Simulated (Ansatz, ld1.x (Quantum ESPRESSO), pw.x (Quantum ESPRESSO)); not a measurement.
**What a changed setting does to a pw.x run (fcc Al)**

Potential: norm-conserving RRKJ (Kleinman–Bylander form), ld1.x (Quantum ESPRESSO) 7.5, PBEsol; core [Ne], reference 3s2 3p1; waves: 3p (bound): rc 1.95 bohr; 3d channel at 0.35 Ry: rc 2.30 bohr; 3s (bound): rc 2.20 bohr; local part: the s channel; core correction: a·sin(br)/r model core, default radius (core density twice the valence density).

The reference run (k-mesh 14³, cutoffs 50/200 Ry, Fermi–Dirac 0.01 Ry, mixing_beta 0.4, conv_thr 1e-9, no spin) gives -1.18 GPa at 16.207 Å³/atom, where all-electron LAPW gives -0.16 GPa. This run, with its own iteration cap, changes diagonalization to paro.

```
&control
  calculation='scf', prefix='x', pseudo_dir='./', outdir='./tmp', tstress=.true., disk_io='none'
/
&system
  ibrav=0, nat=1, ntyp=1, ecutwfc=50, ecutrho=200, nbnd=8,
  occupations='smearing', smearing='fd', degauss=0.01
/
&electrons
  conv_thr=1e-09, mixing_beta=0.4, electron_maxstep=50, diagonalization='paro'
/
ATOMIC_SPECIES
Al 1.0 Al.UPF
CELL_PARAMETERS angstrom
  0.00000000 2.00858807 2.00858807
  2.00858807 0.00000000 2.00858807
  2.00858807 2.00858807 0.00000000
ATOMIC_POSITIONS crystal
Al 0.0000 0.0000 0.0000
K_POINTS automatic
14 14 14 0 0 0
```

```bash
pw.x < Al.scf.in > Al.scf.out
```

**Question.** How does the run end?

**Answer.** It converges in 5 iterations; the free energy moves by +0.0 meV/atom and the pressure by +0.00 GPa. The result is that of the reference run.

```
Message from routine setup:
     using ibrav=0 with symmetry is DISCOURAGED, use correct ibrav instead
     lattice parameter (alat)  =       5.3679  a.u.
     unit-cell volume          =     109.3703 (a.u.)^3
     number of electrons       =         3.00
     number of Kohn-Sham states=            8
     kinetic-energy cutoff     =      50.0000  Ry
     charge density cutoff     =     200.0000  Ry
     scf convergence threshold =      1.0E-09
     Exchange-correlation= PBESOL
     number of k points=   104  Fermi-Dirac smearing, width (Ry)=  0.0100
     iteration #  1     ecut=    50.00 Ry     beta= 0.40
     total energy              =      -5.45522576 Ry
     estimated scf accuracy    <       0.00659082 Ry
     iteration #  2     ecut=    50.00 Ry     beta= 0.40
     total energy              =      -5.45426018 Ry
     estimated scf accuracy    <       0.00211396 Ry
     iteration #  3     ecut=    50.00 Ry     beta= 0.40
     total energy              =      -5.45434542 Ry
     estimated scf accuracy    <       0.00000296 Ry
     iteration #  4     ecut=    50.00 Ry     beta= 0.40
     total energy              =      -5.45434557 Ry
     estimated scf accuracy    <       0.00000021 Ry
     iteration #  5     ecut=    50.00 Ry     beta= 0.40
     the Fermi energy is     8.0301 ev
!    total energy              =      -5.45434558 Ry
     estimated scf accuracy    <          4.0E-10 Ry
     smearing contrib. (-TS)   =      -0.00203260 Ry
     The total energy is F=E-TS. E is the sum of the following terms:
     one-electron contribution =       2.97868367 Ry
     hartree contribution      =       0.00778463 Ry
     xc contribution           =      -3.00316180 Ry
     ewald contribution        =      -5.43561949 Ry
     convergence has been achieved in   5 iterations
          total   stress  (Ry/bohr**3)                   (kbar)     P=      -11.75
     Message from routine punch:
     Nothing written, as per user request (disk_io='none')
```

The run took about 6.7 s on one core of a shared host (Neoverse-V1, 32 threads, 247 GiB, load 25).
